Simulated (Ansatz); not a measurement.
# SiHO+ (triplet): the correlation ladder, cc-pVDZ

An exercise on one series of results from a longer session: the logs are not shown, and one member is left open.

Method: cc-pVDZ, core rule «outside noble gas», up to 6 orbitals frozen; program: Ansatz 0.2.0, Gaussian basis.

To be run: UHF; CCSD(T) on ROHF; CCSD(T) on UHF; BCCD(T) on ROHF; CISD; CCSDT(Q) on ROHF; CCSDT(Q) on UHF; CASSCF and MRCISD+Q, 10 electrons in 9 orbitals; CASSCF and NEVPT2, 10 electrons in 9 orbitals.

30 further runs of the same task are left out: 9 for a known fault of the program, 6 that didn't finish, 15 set aside as unsound or not needed.

## What is computed

The geometry is a PBE0/def2-TZVP stationary point (not a proven minimum) of the parent state, kept for this charge and spin.

3 atoms, charge 1, spin multiplicity 3.

Atoms are counted from 1 here; the program's logs count them from 0.

Bond lengths: Si1–O2 1.523 Å, Si1–H3 1.528 Å. Angles: O2–Si1–H3 118.9°.

Geometry (Å):

```xyz
3
charge 1, multiplicity 3
Si    0.0000   -0.1016    0.5148
O     0.0000    0.1077   -0.9938
H     0.0000    1.1216    1.4308
```

Set-up of the first run:

in.yaml reads:

```yaml
crystal:
  periodic: [false, false, false]
  atoms:
    - {symbol: Si, position_ang: [0.000000, -0.101589, 0.514766]}
    - {symbol: O, position_ang: [0.000000, 0.107669, -0.993765]}
    - {symbol: H, position_ang: [0.000000, 1.121646, 1.430812]}
basis:
  gaussian: {orbitals: cc-pVDZ}
total_charge: 1
magnetization: {spin_polarized: true, initial_magnetization: 2}
hamiltonian: {xc: hf}
output: {orbitals: {seedname: orbitals}}
```

Command:

```bash
ansatz run in.yaml --threads 1 --pin off --events-out ev --progress --plain --max-ram 2393MiB
```

Steps of the session up to this table: UHF; CCSD(T) on ROHF; CCSD(T) on UHF; BCCD(T) on ROHF; CISD; CCSDT(Q) on ROHF; CCSDT(Q) on UHF; CASSCF and MRCISD+Q, 10 electrons in 9 orbitals; CASSCF and NEVPT2, 10 electrons in 9 orbitals.

One table of the session follows, with a row left open; its other results are not shown here.

```
          method  from UCCSDT(Q) (kcal/mol)
            ROHF                    +145.63
             UHF                    +141.74
            RMP2                     +20.71
            UMP2                     +20.42
            CISD                     +12.37
           RCCSD                      +4.45
           UCCSD                          ?
        RCCSD(T)                      +1.08
        UCCSD(T)                      +1.06
         BCCD(T)                      +1.07
          RCCSDT                      +0.34
          UCCSDT                      +0.31
       RCCSDT(Q)                      +0.08
       UCCSDT(Q)                          0
  CASSCF valence                     +96.78
  NEVPT2 valence                     +20.44
  MRCISD valence                      +5.41
MRCISD+Q valence                      +0.97
```

Estimate the missing values for UCCSD.

As computed: from UCCSDT(Q) (kcal/mol): +4.34. In the column «from UCCSDT(Q) (kcal/mol)» it lies between RCCSD(T) (+1.08) and RCCSD (+4.45).

Limits of these values: Restricted and unrestricted rows rest on different reference determinants; where their highest levels disagree by more than a few hundredths of an eV, they describe different states and don't form one ladder.
